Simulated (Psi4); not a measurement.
# singlet C2H2F+: levels of theory compared

Aim: a comparison of 3 runs (BHLYP/aug-cc-pVDZ, CAM-B3LYP/aug-cc-pVDZ, wB97X/aug-cc-pVDZ) of singlet C2H2F+. 

The calculation is run with Psi4 1.11.

1 further run of the same task is left out (set aside as unsound or not needed).

## 1. The molecule

The species is C2H2F+ (5 atoms), meant as a singlet with charge +1. SMILES of the parent species: `C=[C]F`. Geometry: relaxed at PBE0-D4/def2-TZVP. That shape belongs to the parent species and isn't relaxed for this state.

Bond lengths: C1–C2 1.309 Å, C2–F3 1.302 Å, C1–H4 1.087 Å, C1–H5 1.080 Å. Angles: C1–C2–F3 130.3°, C2–C1–H4 120.7°, C2–C1–H5 119.9°, H4–C1–H5 119.4°.

## 2. Energy and forces at BHLYP/aug-cc-pVDZ (run 1)

Contents of calc.inp:

```
memory 1600 mb

molecule system {
  1 1
  C      0.92256429    -0.37870112     0.01587370
  C     -1.12004067     0.74398518     0.84489655
  F     -3.26091140     1.18958260    -0.28138022
  H      1.01043656    -1.11569430    -1.89993065
  H      2.54205958    -0.57863414     1.24249493
  units bohr
  symmetry c1
}

set {
  basis                aug-cc-pVDZ
  puream               true
  e_convergence        1e-09
  d_convergence        1e-08
  scf_type             pk
  dft_radial_points    99
  dft_spherical_points 590
}

e_tot, wfn = gradient("bhhlyp", return_wfn=True)
oeprop(wfn, "QUADRUPOLE", "LOWDIN_CHARGES", "MAYER_INDICES", title="BHHLYP")
print_variables()
```

Launch:

```
psi4 -n 1 calc.inp calc.out
```

calc.out:

```text
[...]
  Running in c1 symmetry.
[...]
  Nuclear repulsion =   60.961139755024917
[...]
  Multiplicity = 1
[...]
  Nalpha       = 11
  Nbeta        = 11
[...]
    Number of basis functions: 87
[...]
   @RKS iter   1:  -176.49641653976423   -2.66366e-02   6.64029e-03 DIIS/ADIIS
[...]
   @RKS iter  12:  -176.68066166566479   -1.09139e-11   6.57153e-09 DIIS
[...]
    Orbital Energies [Eh]
    ---------------------
    Doubly Occupied:
       1A    -25.721782     2A    -11.107503     3A    -10.939612
       4A     -1.758060     5A     -1.215912     6A     -1.026829
       7A     -0.908943     8A     -0.904957     9A     -0.882320
      10A     -0.795887    11A     -0.647787
[...]
  @RKS Final Energy:  -176.68066166566479
   => Energetics <=
    Nuclear Repulsion Energy =             60.9611397550249166
    One-Electron Energy =                -355.4346674472919290
    Two-Electron Energy =                 128.9473426406085252
    DFT Exchange-Correlation Energy =     -11.1544766140063221
    Empirical Dispersion Energy =           0.0000000000000000
    VV10 Nonlocal Energy =                  0.0000000000000000
    Total Energy =                       -176.6806616656647861
[...]
  -Total Gradient:
     Atom            X                  Y                   Z
    ------   -----------------  -----------------  -----------------
       1       -0.006234087905    -0.026494050088    -0.079149324132
       2        0.048098499668     0.034608355082     0.147108289017
       3       -0.046174687185    -0.009527514876    -0.076538768466
       4        0.012080654138    -0.001822675026     0.008259009495
       5       -0.007773366888     0.003234662898     0.000314199574
[...]
 Multipole Moments:
 ------------------------------------------------------------------------------------
     Multipole            Electronic (a.u.)      Nuclear  (a.u.)        Total (a.u.)
 ------------------------------------------------------------------------------------
 L = 1.  Multiply by 2.5417464519 to convert [e a0] to [Debye]
 Dipole X            :         -2.8550604            4.0554146            1.2003542
 Dipole Y            :          1.3502550           -1.7111878           -0.3609328
 Dipole Z            :          0.5614651           -0.2330006            0.3284645
 Magnitude           :                                                    1.2957668
 L = 2.  Multiply by 1.3450342976 to convert [e a0^2] to [Debye ang]
 Quadrupole XX       :        -91.0473397           84.8836555           -6.1636842
 Quadrupole XY       :         29.4298637          -31.7655037           -2.3356400
[...]
```

Run time: 27 s. Hardware: 1 thread of AMD EPYC 7R43 (Zen 3), shared host; peak memory 1 GiB.

## 3. The energy at CAM-B3LYP/aug-cc-pVDZ (run 2)

Contents of input.json:

```json
{
 "schema_name": "qcschema_input",
 "schema_version": 1,
 "molecule": {
  "schema_name": "qcschema_molecule",
  "schema_version": 2,
  "symbols": ["C", "C", "F", "H", "H"],
  "geometry": [0.92256429, -0.37870112, 0.0158737, -1.12004067, 0.74398518, 0.84489655, -3.2609114, 1.1895826, -0.28138022, 1.01043656, -1.1156943, -1.89993065, 2.54205958, -0.57863414, 1.24249493],
  "molecular_charge": 1,
  "molecular_multiplicity": 1,
  "fix_symmetry": "c1"
 },
 "driver": "energy",
 "model": {
  "method": "cam-b3lyp",
  "basis": "aug-cc-pVDZ"
 },
 "keywords": {
  "reference": "rks",
  "puream": true,
  "e_convergence": 1e-09,
  "d_convergence": 1e-08,
  "scf_type": "pk",
  "dft_radial_points": 99,
  "dft_spherical_points": 590,
  "scf_properties": ["LOWDIN_CHARGES", "WIBERG_LOWDIN_INDICES", "QUADRUPOLE"]
 }
}
```

Launch:

```
psi4 --qcschema input.json -n 1 --memory 1600MB
```

stdout:

```text
[...]
  Running in c1 symmetry.
[...]
  Nuclear repulsion =   60.961139755024917
[...]
  Multiplicity = 1
[...]
  Nalpha       = 11
  Nbeta        = 11
[...]
    Number of basis functions: 87
[...]
   @RKS iter   1:  -176.50351855797297   -6.02662e-03   6.94580e-03 DIIS/ADIIS
[...]
   @RKS iter  12:  -176.70050779248771   -1.89004e-11   7.41544e-09 DIIS
[...]
    Orbital Energies [Eh]
    ---------------------
    Doubly Occupied:
       1A    -25.180860     2A    -10.765183     3A    -10.600484
       4A     -1.683964     5A     -1.183832     6A     -1.010909
       7A     -0.895184     8A     -0.888748     9A     -0.874865
      10A     -0.790204    11A     -0.654296
[...]
  @RKS Final Energy:  -176.70050779248771
   => Energetics <=
    Nuclear Repulsion Energy =             60.9611397550249166
    One-Electron Energy =                -355.4118100462213192
    Two-Electron Energy =                 133.5735671377999836
    DFT Exchange-Correlation Energy =     -15.8234046390913221
    Empirical Dispersion Energy =           0.0000000000000000
    VV10 Nonlocal Energy =                  0.0000000000000000
    Total Energy =                       -176.7005077924877128
[...]
 Multipole Moments:
 ------------------------------------------------------------------------------------
     Multipole            Electronic (a.u.)      Nuclear  (a.u.)        Total (a.u.)
 ------------------------------------------------------------------------------------
 L = 1.  Multiply by 2.5417464519 to convert [e a0] to [Debye]
 Dipole X            :         -2.9150895            4.0554146            1.1403251
 Dipole Y            :          1.3576941           -1.7111878           -0.3534937
 Dipole Z            :          0.5160550           -0.2330006            0.2830544
 Magnitude           :                                                    1.2269552
 L = 2.  Multiply by 1.3450342976 to convert [e a0^2] to [Debye ang]
 Quadrupole XX       :        -91.0093802           84.8836555           -6.1257247
 Quadrupole XY       :         29.4225921          -31.7655037           -2.3429116
[...]
```

The result, in JSON:

```text
{
 "driver": "energy",
 "model": {
  "method": "cam-b3lyp",
  "basis": "aug-cc-pVDZ"
 },
 "success": true,
 "return_result": -176.7005077924877,
 "properties": {
  "calcinfo_nbasis": 87,
  "calcinfo_nmo": 87,
  "calcinfo_nalpha": 11,
  "calcinfo_nbeta": 11,
  "calcinfo_natom": 5,
  "nuclear_repulsion_energy": 60.96113975502492,
  "return_energy": -176.7005077924877,
  "scf_one_electron_energy": -355.4118100462213,
  "scf_two_electron_energy": 133.57356713779998,
  "scf_xc_energy": -15.823404639091322,
  "scf_dipole_moment": [1.1403251024461882, -0.3534937222201644, 0.2830544446088673],
  "scf_total_energy": -176.7005077924877,
  "scf_iterations": 12
 }
}
```

Wall time 26 s (1 thread of AMD EPYC 7R43 (Zen 3), shared host); peak memory 1.1 GiB.

## 4. Energy and gradient at wB97X/aug-cc-pVDZ (run 3)

Edit input.json of step 3 so:

```diff
@@ -12,5 +12,5 @@
  },
- "driver": "energy",
+ "driver": "gradient",
  "model": {
-  "method": "cam-b3lyp",
+  "method": "wb97x",
   "basis": "aug-cc-pVDZ"
@@ -18,3 +18,2 @@
  "keywords": {
-  "reference": "rks",
   "puream": true,
@@ -25,3 +24,3 @@
   "dft_spherical_points": 590,
-  "scf_properties": ["LOWDIN_CHARGES", "WIBERG_LOWDIN_INDICES", "QUADRUPOLE"]
+  "scf_properties": ["DIPOLE", "LOWDIN_CHARGES", "MULLIKEN_CHARGES"]
  }
```

Launch:

```
psi4 --qcschema input.json -n 1 --memory 1600MB
```

stdout (excerpt; [...] marks lines left out):

```text
[...]
  Running in c1 symmetry.
[...]
  Nuclear repulsion =   60.961139755024917
[...]
  Multiplicity = 1
[...]
  Nalpha       = 11
  Nbeta        = 11
[...]
    Number of basis functions: 87
[...]
   @RKS iter   1:  -176.56084537756792   -1.17360e-01   6.22180e-03 ADIIS/DIIS
[...]
   @RKS iter  13:  -176.72642110529284   -4.37694e-12   5.68487e-09 DIIS
[...]
  @RKS Final Energy:  -176.72642110529284
   => Energetics <=
    Nuclear Repulsion Energy =             60.9611397550249166
    One-Electron Energy =                -355.4082499826311619
    Two-Electron Energy =                 133.0463965006337048
    DFT Exchange-Correlation Energy =     -15.3257073783203221
    Empirical Dispersion Energy =           0.0000000000000000
    VV10 Nonlocal Energy =                  0.0000000000000000
    Total Energy =                       -176.7264211052928431
[...]
 Multipole Moments:
 ------------------------------------------------------------------------------------
     Multipole            Electronic (a.u.)      Nuclear  (a.u.)        Total (a.u.)
 ------------------------------------------------------------------------------------
 L = 1.  Multiply by 2.5417464519 to convert [e a0] to [Debye]
 Dipole X            :         -2.9324021            4.0554146            1.1230125
 Dipole Y            :          1.3679732           -1.7111878           -0.3432146
 Dipole Z            :          0.5251599           -0.2330006            0.2921594
 Magnitude           :                                                    1.2100869
[...]
  Mulliken Charges: (a.u.)
   Center  Symbol    Alpha    Beta     Spin     Total
       1     C     2.63879  2.63879  0.00000  0.72242
       2     C     2.68236  2.68236  0.00000  0.63527
       3     F     4.57747  4.57747  0.00000 -0.15494
[...]
  -Total Gradient:
     Atom            X                  Y                   Z
    ------   -----------------  -----------------  -----------------
       1       -0.007272718817    -0.024361350985    -0.074461491907
       2        0.045637918685     0.031495094042     0.135912842249
       3       -0.037464232524    -0.010753049486    -0.070349205929
       4        0.011166027058    -0.000118080091     0.011908708765
       5       -0.012062071020     0.003726591641    -0.003034890811
[...]
```

The result, in JSON:

```text
{
 "driver": "gradient",
 "model": {
  "method": "wb97x",
  "basis": "aug-cc-pVDZ"
 },
 "success": true,
 "return_result": [-0.0072727188165351425, -0.024361350984703066, -0.07446149190725833, 0.04563791868542787, 0.03149509404160451, 0.1359128422494646, -0.03746423252387593, -0.010753049486288711, -0.0703492059294972, 0.01116602705804522, -0.0001180800908357274, 0.011908708765258763, -0.012062071019893705, 0.003726591640686191, -0.003034890811137822],
 "properties": {
  "calcinfo_nbasis": 87,
  "calcinfo_nmo": 87,
  "calcinfo_nalpha": 11,
  "calcinfo_nbeta": 11,
  "calcinfo_natom": 5,
  "nuclear_repulsion_energy": 60.96113975502492,
  "return_energy": -176.72642110529284,
  "return_gradient": [-0.0072727188165351425, -0.024361350984703066, -0.07446149190725833, 0.04563791868542787, 0.03149509404160451, 0.1359128422494646, -0.03746423252387593, -0.010753049486288711, -0.0703492059294972, 0.01116602705804522, -0.0001180800908357274, 0.011908708765258763, -0.012062071019893705, 0.003726591640686191, -0.003034890811137822],
  "scf_one_electron_energy": -355.40824998263116,
  "scf_two_electron_energy": 133.0463965006337,
  "scf_xc_energy": -15.325707378320322,
  "scf_dipole_moment": [1.1230124546113798, -0.3432145590868121, 0.2921593604952565],
  "scf_total_energy": -176.72642110529284,
  "scf_total_gradient": [-0.0072727188165351425, -0.024361350984703066, -0.07446149190725833, 0.04563791868542787, 0.03149509404160451, 0.1359128422494646, -0.03746423252387593, -0.010753049486288711, -0.0703492059294972, 0.01116602705804522, -0.0001180800908357274, 0.011908708765258763, -0.012062071019893705, 0.003726591640686191, -0.003034890811137822],
  "scf_iterations": 13
 }
}
```

It took 28 s on 1 thread of AMD EPYC 7R43 (Zen 3), shared host; peak memory 1.1 GiB.

## 5. All runs side by side

```
run                  level      task  energy (Eh)  HOMO energy (eV)  LUMO energy (eV)  HOMO–LUMO gap (eV)  wall time
  1      BHLYP/aug-cc-pVDZ  gradient  -176.680662            -17.63            -11.87                5.76       27 s
  2  CAM-B3LYP/aug-cc-pVDZ    energy  -176.700508            -17.80            -11.87                5.93       26 s
  3      wB97X/aug-cc-pVDZ  gradient  -176.726421            -18.83            -10.60                8.23       28 s
```

## 6. What came out

| quantity | value |
| --- | --- |
| run 3: total energy | -176.72642 Eh |
| run 3: HOMO energy | -18.83 eV |
| run 3: LUMO energy | -10.60 eV |
| run 3: HOMO–LUMO gap | 8.23 eV |
| run 3: largest force on an atom | 7.548 eV/Å |

What this shows: The HOMO–LUMO gap runs from 5.76 eV (BHLYP/aug-cc-pVDZ) to 8.23 eV (wB97X/aug-cc-pVDZ). Totals of different functionals can't be ranked against each other. All runs together took 80 s, the longest 28 s.
